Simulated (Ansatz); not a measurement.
**CHSSi (charge -1): molecular dynamics**

The plan is to follow the molecule's vibrations and see whether its bonds hold. The start is relaxed first. Runs: 500 steps of 1 fs at constant energy, with velocities drawn for 500 K. SMILES of the start: C#[Si][S-].

All numbers below are computed with Ansatz 0.2.0 (RKS LDA/def2-SVP).

## Step 1: The structure to begin with

Bond lengths: C1–Si2 1.709 Å, Si2–S3 2.043 Å, C1–H4 1.099 Å. Angles: C1–Si2–S3 163.5°, Si2–C1–H4 118.5°.

Structure file:

```xyz
4

C     0.7558    0.9519    0.0621
Si   -0.1980   -0.4618   -0.0528
S    -0.8155   -2.3938   -0.3018
H     0.2577    1.9037    0.2925
```

## Step 2: Preparing the start

Contents of input.yaml:

```yaml
crystal:
  periodic: [false, false, false]
  atoms:
    - { symbol: C, position_ang: [0.75577, 0.95195, 0.06208] }
    - { symbol: Si, position_ang: [-0.19796, -0.46183, -0.05277] }
    - { symbol: S, position_ang: [-0.8155, -2.3938, -0.30181] }
    - { symbol: H, position_ang: [0.25769, 1.90369, 0.2925] }
total_charge: -1
basis:
  gaussian: { orbitals: def2-SVP }
hamiltonian:
  xc: lda
relax:
  f_tol: 0.02
  max_steps: 40
output:
  orbitals: {}
```

Launch:

```
ansatz run input.yaml --threads 1 --pin off --max-ram 2048MiB --backend cpu --events-out ev --progress --plain --runs-dir out
```

Log, shortened:

```text
Warning: RAYON_NUM_THREADS=1 ignored (pool sized by the plan → 1); use --threads N
[...]
Functional definition: SPW92
[...]
617 factors; their error is unknown
[...]
mean field -19679.88072753 eV, -723.2222772345 hartree, gradient 6.6e-5 eV, S^2 0.000000; 0 other end points of the search recorded, 0 dependent functions left out
[...]
reference -19679.88074887 eV, -723.2222780186 hartree; 19, 19 occupied and 36, 36 virtual orbitals, 617 factors
relax step   1: F+E_penalty+E_count = -19679.88072753 eV  Δ(F+E_penalty+E_count) = +0.000e0 eV  max|allowed force component| = 1.443e0 eV/Å  Δτ_max = 0.0000 Å  (29 SCF iters, accepted)
[...]
relax step   7: F+E_penalty+E_count = -19679.97834793 eV  Δ(F+E_penalty+E_count) = -2.575e-3 eV  max|allowed force component| = 2.832e-2 eV/Å  Δτ_max = 0.0235 Å  (28 SCF iters, accepted)
[...]
relax step   8: F+E_penalty+E_count = -19679.97838462 eV  Δ(F+E_penalty+E_count) = -3.669e-5 eV  max|allowed force component| = 2.261e-3 eV/Å  Δτ_max = 0.0032 Å  (23 SCF iters, accepted)
617 factors; their error is unknown
mean field -19679.97838462 eV, -723.2258660663 hartree, gradient 1.3e-5 eV, S^2 0.000000; 1 other end points of the search recorded, 0 dependent functions left out
[...]
reference -19679.97840604 eV, -723.2258668535 hartree; 19, 19 occupied and 36, 36 virtual orbitals, 617 factors
Total energy: -19679.97840604 eV, -723.2258668535 hartree
Atom 0 at     0.601226     0.906387     0.075004 Å, force    -0.002261     0.001942     0.000637 eV/Å
Atom 1 at    -0.317916    -0.467494    -0.037634 Å, force     0.001966    -0.000880    -0.000415 eV/Å
Atom 2 at    -0.715987    -2.415378    -0.318881 Å, force    -0.000711     0.000221     0.000133 eV/Å
Atom 3 at     0.432678     1.976495     0.281512 Å, force     0.001005    -0.001283    -0.000355 eV/Å
Dipole moment:    -0.298802    -0.228266     0.000904 e Å
```

Run time: 25 s. Hardware: 1 thread of Intel Xeon at 2.50GHz (Skylake/Cascade Lake), shared host; peak memory 0.12 GiB.

Relaxation path:

| step | energy from step 1 (eV) | largest force component (eV/Å) |
| --- | --- | --- |
| 1 | 0.0000 | 1.4427 |
| 2 | -0.0561 | 0.5079 |
| 3 | -0.0701 | 0.3882 |
| 4 | -0.0844 | 0.5991 |
| 5x | -0.0597 | 0.6606 |
| 6 | -0.0950 | 0.3266 |
| 7 | -0.0976 | 0.0283 |
| 8 | -0.0977 | 0.0023 |

Step 1 is the start. 1 step was tried and not accepted (marked x).

After: Bond lengths: C1–Si2 1.657 Å, Si2–S3 2.008 Å, C1–H4 1.103 Å. Angles: C1–Si2–S3 157.5°, Si2–C1–H4 137.1°.

## Step 3: Dynamics

500 steps of 1 fs at constant energy, with velocities drawn for 500 K, from the relaxed start. H is given a mass of 2.014 u.

Contents of input.yaml:

```yaml
crystal:
  periodic: [false, false, false]
  atoms:
    - { symbol: C, position_ang: [0.601226, 0.906387, 0.075004] }
    - { symbol: Si, position_ang: [-0.317916, -0.467494, -0.037634] }
    - { symbol: S, position_ang: [-0.715987, -2.415378, -0.318881] }
    - { symbol: H, position_ang: [0.432678, 1.976495, 0.281512] }
total_charge: -1
basis:
  gaussian: { orbitals: def2-SVP }
hamiltonian:
  xc: lda
md:
  timestep: 1.0
  n_steps: 500
  ensemble: nve
  temperature: 500.0
  initial_velocities: maxwell_boltzmann
  seed: 220367
  masses: [{ species: H, mass: 2.014 }]
```

Launch:

```
ansatz run input.yaml --threads 1 --pin off --max-ram 2048MiB --backend cpu --events-out ev --progress --plain --runs-dir out
```

Log, shortened:

```text
Warning: RAYON_NUM_THREADS=1 ignored (pool sized by the plan → 1); use --threads N
[...]
Functional definition: SPW92
[...]
617 factors; their error is unknown
[...]
mean field -19679.97838480 eV, -723.2258660728 hartree, gradient 1.5e-5 eV, S^2 0.000000; 0 other end points of the search recorded, 0 dependent functions left out
[...]
reference -19679.97840619 eV, -723.2258668589 hartree; 19, 19 occupied and 36, 36 virtual orbitals, 617 factors
md step     0: t =     0.00 fs  T =   500.0 K  F+E_penalty+E_count = -19679.97838480 eV  E_kin = 0.129260 eV  conserved = -19679.84912480 eV  (28 SCF iters)
[...]
md step    20: t =    20.00 fs  T =   258.4 K  F+E_penalty+E_count = -19679.91553382 eV  E_kin = 0.066793 eV  conserved = -19679.84874108 eV  (28 SCF iters)
[...]
md step    40: t =    40.00 fs  T =   132.7 K  F+E_penalty+E_count = -19679.88106885 eV  E_kin = 0.034305 eV  conserved = -19679.84676397 eV  (27 SCF iters)
[...]
md step    60: t =    60.00 fs  T =   248.8 K  F+E_penalty+E_count = -19679.91022331 eV  E_kin = 0.064325 eV  conserved = -19679.84589786 eV  (29 SCF iters)
[...]
md step    80: t =    80.00 fs  T =   164.9 K  F+E_penalty+E_count = -19679.88942152 eV  E_kin = 0.042628 eV  conserved = -19679.84679320 eV  (27 SCF iters)
md step    81: t =    81.00 fs  T =   129.5 K  F+E_penalty+E_count = -19679.87978210 eV  E_kin = 0.033466 eV  conserved = -19679.84631626 eV  (29 SCF iters)
```

## Step 4: The log goes on: dynamics from the start

Output, continued, shortened:

```text
md step    82: t =    82.00 fs  T =   155.5 K  F+E_penalty+E_count = -19679.88656817 eV  E_kin = 0.040197 eV  conserved = -19679.84637146 eV  (30 SCF iters)
[...]
md step   107: t =   107.00 fs  T =   278.2 K  F+E_penalty+E_count = -19679.92023570 eV  E_kin = 0.071909 eV  conserved = -19679.84832656 eV  (28 SCF iters)
[...]
md step   132: t =   132.00 fs  T =    39.9 K  F+E_penalty+E_count = -19679.85649826 eV  E_kin = 0.010317 eV  conserved = -19679.84618083 eV  (23 SCF iters)
[...]
md step   157: t =   157.00 fs  T =   301.4 K  F+E_penalty+E_count = -19679.92693474 eV  E_kin = 0.077919 eV  conserved = -19679.84901558 eV  (29 SCF iters)
[...]
md step   182: t =   182.00 fs  T =   160.1 K  F+E_penalty+E_count = -19679.88786047 eV  E_kin = 0.041398 eV  conserved = -19679.84646253 eV  (29 SCF iters)
md step   183: t =   183.00 fs  T =   211.9 K  F+E_penalty+E_count = -19679.90192752 eV  E_kin = 0.054783 eV  conserved = -19679.84714440 eV  (29 SCF iters)
```

## Step 5: The output, continued: dynamics from the start

Output, continued, shortened:

```text
md step   184: t =   184.00 fs  T =   276.3 K  F+E_penalty+E_count = -19679.91954438 eV  E_kin = 0.071438 eV  conserved = -19679.84810654 eV  (29 SCF iters)
[...]
md step   205: t =   205.00 fs  T =   406.8 K  F+E_penalty+E_count = -19679.95377108 eV  E_kin = 0.105155 eV  conserved = -19679.84861594 eV  (29 SCF iters)
[...]
md step   226: t =   226.00 fs  T =   269.8 K  F+E_penalty+E_count = -19679.91737549 eV  E_kin = 0.069756 eV  conserved = -19679.84761970 eV  (28 SCF iters)
[...]
md step   247: t =   247.00 fs  T =   194.6 K  F+E_penalty+E_count = -19679.89830774 eV  E_kin = 0.050315 eV  conserved = -19679.84799244 eV  (28 SCF iters)
[...]
md step   498: t =   498.00 fs  T =   400.2 K  F+E_penalty+E_count = -19679.95204562 eV  E_kin = 0.103463 eV  conserved = -19679.84858218 eV  (29 SCF iters)
md step   499: t =   499.00 fs  T =   408.2 K  F+E_penalty+E_count = -19679.95461730 eV  E_kin = 0.105536 eV  conserved = -19679.84908115 eV  (29 SCF iters)
[...]
md step   500: t =   500.00 fs  T =   331.4 K  F+E_penalty+E_count = -19679.93398806 eV  E_kin = 0.085681 eV  conserved = -19679.84830668 eV  (29 SCF iters)
Total energy: -19679.93400933 eV, -723.2242353045 hartree
Atom 0 at     0.582692     0.897601     0.076313 Å, force     0.563333    -0.648116    -0.152517 eV/Å
Atom 1 at    -0.296476    -0.481489    -0.037466 Å, force    -0.258821    -0.051235    -0.002249 eV/Å
Atom 2 at    -0.721368    -2.396283    -0.317380 Å, force    -0.114304    -0.637997    -0.075188 eV/Å
Atom 3 at     0.329895     1.920091     0.247461 Å, force    -0.190209     1.337349     0.229954 eV/Å
Dipole moment:    -0.317840    -0.257207    -0.008208 e Å
```

Wall time 20 min (1 thread of Intel Xeon at 2.50GHz (Skylake/Cascade Lake), shared host); peak memory 0.1 GiB.

## Step 6: Frames and traces

The trajectory, every 20 steps (energies from step 0):

| time (fs) | T (K) | potential energy change (meV/atom) | total energy change (meV/atom) |
| --- | --- | --- | --- |
| 0.0 | 500 | 0.0 | 0.00 |
| 20.0 | 258 | 15.7 | 0.10 |
| 40.0 | 133 | 24.3 | 0.59 |
| 60.0 | 249 | 17.0 | 0.81 |
| 80.0 | 165 | 22.2 | 0.58 |
| 100.0 | 276 | 14.5 | 0.03 |
| 120.0 | 429 | 4.6 | 0.01 |
| 140.0 | 213 | 19.1 | 0.54 |
| 160.0 | 47 | 30.1 | 0.87 |
| 180.0 | 225 | 18.4 | 0.61 |
| 200.0 | 387 | 7.3 | 0.04 |
| 220.0 | 253 | 16.0 | 0.01 |
| 240.0 | 261 | 15.8 | 0.44 |
| 260.0 | 251 | 16.8 | 0.73 |
| 280.0 | 66 | 28.7 | 0.68 |
| 300.0 | 272 | 14.9 | 0.15 |
| 320.0 | 470 | 1.9 | -0.01 |
| 340.0 | 247 | 16.7 | 0.37 |
| 360.0 | 106 | 26.1 | 0.63 |
| 380.0 | 222 | 18.6 | 0.69 |
| 400.0 | 324 | 11.5 | 0.18 |
| 420.0 | 270 | 15.0 | 0.13 |
| 440.0 | 332 | 11.1 | 0.32 |
| 460.0 | 259 | 16.1 | 0.55 |
| 480.0 | 49 | 29.9 | 0.71 |
| 500.0 | 331 | 11.1 | 0.20 |

time (fs), T (K) and a bar:
```
      0.0        500 ##############################
     22.0        256 ##############
     43.0        248 ##############
     65.0        265 ###############
     87.0        359 #####################
    109.0        152 #######
    130.0         94 ####
    152.0        215 ############
    174.0        259 ##############
    196.0         91 ###
    217.0         38 
    239.0        199 ##########
    261.0        360 #####################
    283.0        219 ############
    304.0        160 ########
    326.0        341 ####################
    348.0        444 ##########################
    370.0        338 ####################
    391.0        261 ##############
    413.0        417 #########################
    435.0        370 ######################
    457.0        296 #################
    478.0        193 ##########
    500.0        331 ###################
```

Maxima of the velocity power spectrum (cm⁻¹, relative height; resolution about 130 cm⁻¹): 220 (15), 570 (85), 2330 (100).

## Step 7: Frames from the trajectory

Positions (Å) and forces (eV/Å):

```xyz
4
time_fs=62.0 T=391 dE=0.0287
C     0.591    0.939    0.091    0.133   -1.161   -0.201
Si   -0.286   -0.464   -0.047   -0.173   -0.436   -0.051
S    -0.734   -2.430   -0.317    0.215    0.601    0.074
H     0.343    1.968    0.282   -0.175    0.996    0.178
4
time_fs=125.0 T=123 dE=0.1001
C     0.635    0.891    0.093    0.008    1.815    0.251
Si   -0.358   -0.428   -0.042   -0.154   -1.266   -0.185
S    -0.702   -2.448   -0.320    0.118    1.153    0.168
H     0.560    2.040    0.257    0.029   -1.702   -0.234
4
time_fs=188.0 T=44 dE=0.1210
C     0.613    0.965    0.116    0.121   -2.745   -0.399
Si   -0.287   -0.446   -0.059   -0.017   -0.625   -0.066
S    -0.741   -2.455   -0.315    0.400    1.352    0.163
H     0.325    1.964    0.271   -0.504    2.019    0.302
4
time_fs=250.0 T=198 dE=0.0795
C     0.614    0.925    0.123   -0.090    1.085    0.112
Si   -0.319   -0.433   -0.059   -0.294   -1.315   -0.179
S    -0.723   -2.457   -0.316    0.292    1.401    0.185
H     0.478    2.052    0.242    0.091   -1.171   -0.117
4
time_fs=312.0 T=265 dE=0.0622
C     0.629    0.901    0.117   -0.047    1.260    0.167
Si   -0.340   -0.430   -0.061   -0.238   -1.312   -0.156
S    -0.711   -2.449   -0.313    0.176    1.176    0.141
H     0.490    2.024    0.264    0.110   -1.123   -0.153
4
time_fs=375.0 T=277 dE=0.0592
C     0.587    0.939    0.108    0.472   -1.383   -0.190
Si   -0.274   -0.461   -0.053   -0.420   -0.924   -0.130
S    -0.740   -2.431   -0.316    0.268    0.730    0.103
H     0.291    1.949    0.243   -0.321    1.577    0.216
4
time_fs=438.0 T=185 dE=0.0843
C     0.598    0.859    0.075    0.807    2.869    0.441
Si   -0.350   -0.450   -0.041   -0.653   -1.333   -0.124
S    -0.696   -2.414   -0.317   -0.108    0.093    0.009
H     0.589    1.995    0.294   -0.045   -1.629   -0.326
4
time_fs=500.0 T=331 dE=0.0444
C     0.583    0.898    0.076    0.563   -0.648   -0.152
Si   -0.296   -0.481   -0.037   -0.259   -0.051   -0.002
S    -0.721   -2.396   -0.317   -0.114   -0.638   -0.075
H     0.330    1.920    0.247   -0.190    1.337    0.230
```

## Step 8: What came out

```
                          quantity                         value
           relaxation of the start       6 moves, 0.098 eV lower
                            length             500 steps of 1 fs
  temperature, first and last step                 500 and 331 K
          temperature, second half  mean 252 K, from 23 to 481 K
     potential energy, second half   +16 meV/atom from the start
largest change of the total energy                 0.87 meV/atom
            bonds formed or broken                             0
```

The temperature starts at 500 K and averages 252 K in the second half, where it ranges from 23 to 481 K; a mean near half the start is what vibrations about a minimum give, since they share energy equally between motion and strain. The total energy strays from its start by at most 0.87 meV/atom, 5.4 % of the mean kinetic energy, which is poor: the step of 1 fs is too long for the fastest motion. The bonding pattern survives the run. 500 fs on 4 atoms is far too short and small for converged averages. The nuclei move classically, without zero-point motion, which matters most for hydrogen.
